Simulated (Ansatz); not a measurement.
A calculation with Ansatz (development build ahead of 0.2.0).

```yaml
crystal:
  periodic: [false, false, false]
  atoms:
    - { symbol: C, position_ang: [-0.0003, 0.00748, -0.21332] }
    - { symbol: H, position_ang: [0.03106, -0.0261, 0.95407] }
basis:
  gaussian: { orbitals: cc-pVDZ }
total_charge: 1
hamiltonian:
  xc: hf
```

The input is written out in the form of the current development build from the run's settings.

The run gave:

```yaml
Converged: yes
Total_energy: -37.89962 hartree
Spin_squared_of_the_determinant: 0.000
```
